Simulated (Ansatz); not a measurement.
Born–Oppenheimer molecular dynamics of C₂HO (4 atoms, charge 1, multiplicity 1). It starts from a relaxed structure.

Computed with UHF/cc-pVDZ in Ansatz 0.2.0.

* ensemble: NVT, Langevin thermostat
* time step: 1 fs
* steps asked: 100
* set temperature: 1500 K
* friction: 0.02 /fs
* seed: 770494

First frame:

```xyz
4
Properties=species:S:1:pos:R:3
C 1.026 -0.376 0.527
C -0.071 0.277 -0.134
O -0.238 -0.886 0.257
H -0.716 0.985 -0.650
```

Question: What does the run give?

Answer: The run went to its last step.

```
steps done                                               : 100
time covered                                             : 100 fs
mean temperature over the second half                    : 1841 K
spread of the potential energy over the second half      : 54.4 meV per atom
mean potential energy of the second half above the start : 146.7 meV per atom
```

The mean temperature of the second half is 23 % above the set value. A run of 0.1 ps of so small a system gives no equilibrium averages. Limits of this set-up: the dipole of an ion depends on the origin.

Question: What happens to the structure?

Answer: The same pairs are bonded in the first frame and the last. Pairs count as bonded within 1.25 times the sum of covalent radii (0.12 Å more for H–H). This is one draw of velocities; another would differ in detail.

Question: How do temperature and energy run in time?

Answer: 
| time (fs) | T (K) | potential energy less start (eV) |
| --- | --- | --- |
| 0.0 | 1125 | 0.000 |
| 8.0 | 429 | 0.279 |
| 16.0 | 1201 | 0.080 |
| 24.0 | 1492 | 0.366 |
| 32.0 | 1498 | 0.533 |
| 40.0 | 1602 | 0.604 |
| 48.0 | 2898 | 0.234 |
| 56.0 | 1712 | 0.572 |
| 64.0 | 1447 | 0.730 |
| 72.0 | 2289 | 0.335 |
| 80.0 | 2145 | 0.373 |
| 88.0 | 1917 | 0.952 |
| 96.0 | 2026 | 0.558 |

The run took 96 s on 1 thread of AMD EPYC 7R43 64-Core Processor (Zen 3), on a shared host, peak memory 0.1 GiB.
